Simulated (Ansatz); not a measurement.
**SiN2H4: up Jacob's ladder to CCSD(T)**

An exercise on one series of results from a longer session: the logs are not shown, and one member is left open.

Method: functionals in def2-TZVPP, the program's frozen cores in correlated methods; program: Ansatz 0.2.0, Gaussian basis.

Plan: LDA (SPW92), PBE-D4, revPBE-D4, BLYP-D4, r2SCAN-D4, B97M-V, PBE0-D4, B3LYP-D4, r2SCANh-D4, r2SCAN0-D4, HSE06-D4, BHLYP-D4, CAM-B3LYP-D4, LC-ωPBE, ωB97X-V, ωB97M-V, B2PLYP, PBE-QIDH; CCSD(T)/def2-SVP; CCSD(T)/def2-TZVPP; CCSD(T)/def2-QZVPP; extrapolation to the limit; RPA on PBE.

### The geometry

An earlier PBE0-D4 in a triple-zeta def2 set relaxation fixed the geometry.

SMILES `N[Si]N`, 7 atoms, charge 0, spin multiplicity 1.

Atoms are counted from 1 here; the program's logs count them from 0.

Bond lengths: N1–Si2 1.716 Å, N1–H4 1.006 Å, N1–H5 1.009 Å, Si2–N3 1.716 Å, N3–H6 1.009 Å, N3–H7 1.006 Å. Angles: Si2–N1–H4 120.3°, Si2–N1–H5 127.8°, H4–N1–H5 111.9°, N1–Si2–N3 100.2°, Si2–N3–H6 127.8°, Si2–N3–H7 120.3°, H6–N3–H7 111.9°.

As a file:

```xyz
7

N    -1.2184    0.3180   -0.3534
Si   -0.1800   -1.0463   -0.4272
N     1.2248   -0.3983    0.3157
H    -2.1539    0.2637   -0.7206
H    -1.0159    1.2295    0.0297
H     1.3578    0.5331    0.6809
H     2.0469   -0.9677    0.4292
```

The first run:

The input, in.yaml:

```yaml
crystal:
  periodic: [false, false, false]
  atoms:
    - {symbol: N, position_ang: [-1.218366, 0.317985, -0.353355]}
    - {symbol: Si, position_ang: [-0.179970, -1.046295, -0.427165]}
    - {symbol: N, position_ang: [1.224757, -0.398304, 0.315683]}
    - {symbol: H, position_ang: [-2.153868, 0.263686, -0.720632]}
    - {symbol: H, position_ang: [-1.015868, 1.229536, 0.029693]}
    - {symbol: H, position_ang: [1.357754, 0.533141, 0.680891]}
    - {symbol: H, position_ang: [2.046861, -0.967749, 0.429186]}
basis:
  gaussian: {orbitals: def2-TZVPP}
hamiltonian: {xc: lda}
output: {orbitals: {seedname: orbitals}}
```

Run with:

```console
$ ansatz run in.yaml --threads 2 --pin off --events-out ev --progress --plain --max-ram 32768MiB --backend cpu
```

Steps of the session up to this table: LDA; PBE-D4 (GGA); revPBE-D4 (GGA); BLYP-D4 (GGA); r2SCAN-D4 (meta-GGA); B97M-V (meta-GGA); B3LYP-D4 (hybrid); r2SCANh-D4 (hybrid); r2SCAN0-D4 (hybrid); HSE06-D4 (hybrid); BHLYP-D4 (hybrid); CAM-B3LYP-D4 (range-separated); LC-ωPBE (range-separated); ωB97X-V (range-separated); ωB97M-V (range-separated); B2PLYP (double hybrid); PBE-QIDH (double hybrid).

One of the session's tables, all rows but one given; the rest of the session is left out.

It belongs to the step «Frontier levels by functional». 

```
  functional  HOMO (eV)  gap (eV)
 LDA (SPW92)      -5.33      4.11
      PBE-D4      -5.25      4.18
   revPBE-D4      -5.22      4.20
     BLYP-D4      -5.15      4.21
   r2SCAN-D4      -5.44      4.50
      B97M-V      -5.53      4.62
     PBE0-D4      -6.34      6.07
    B3LYP-D4      -6.17      5.72
  r2SCANh-D4          ?         ?
  r2SCAN0-D4      -6.46      6.27
    HSE06-D4      -5.94      5.30
    BHLYP-D4      -7.33      7.96
CAM-B3LYP-D4      -7.65      8.47
     LC-ωPBE      -8.94     10.81
     ωB97X-V      -8.63     10.43
     ωB97M-V      -8.47     10.16
```

Q: Estimate the row for r2SCANh-D4 from the others.

Worked estimate for «HOMO (eV)». Against the share of exact exchange, r2SCAN-D4 (0, -5.44), r2SCAN0-D4 (0.25, -6.46) give a slope of -4.08 per unit share; at 0.1 the line stands at -5.85.

**Answer.** HOMO (eV): -5.85; gap (eV): 5.21. In «HOMO (eV)» the line misses by 0.00.
